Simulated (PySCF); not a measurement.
Species: phosphorus trifluoride, PF3.
SMILES: `FP(F)F`

Theory: MP2 and CCSD/aug-cc-pVDZ in PySCF, restricted Hartree–Fock reference, 8 core orbitals frozen, non-relativistic, gas phase, PBE0-D3(BJ)/def2-SVP geometry.

E(HF) = -639.18177 Eh.

Problem. How large is the problem?

Solution. 96 basis functions and 42 electrons; 8 orbitals frozen, which leaves o = 13 correlated occupied and v = 75 virtual orbitals. That is o·v = 975 singles and o·v(o·v + 1)/2 = 475800 distinct closed-shell doubles amplitudes before symmetry; the costliest CCSD step grows as o²v⁴ = 5.3 × 10^9.

Problem. What are the MP2 and CCSD correlation energies?

Solution. MP2 -0.7347 Eh and CCSD -0.7447 Eh, which gives totals of -639.91646 and -639.92643 Eh. That is 0.779 eV for each correlated electron at CCSD (1955 kJ/mol in all, 0.116 % of the total energy); MP2 gives 98.7 % of the CCSD value.

Problem. What is the T1 diagnostic?

Solution. 0.0159, below the customary warning level of 0.02. It is the norm of the spatial-orbital singles amplitudes over the root of the number of correlated electrons, so the norm is 0.081.

Problem. How does correlation change the dipole moment?

Solution. HF gives 1.50 D and CCSD (unrelaxed density) 1.32 D, a change of -0.18 D.

No triples correction and no basis-set extrapolation were made.
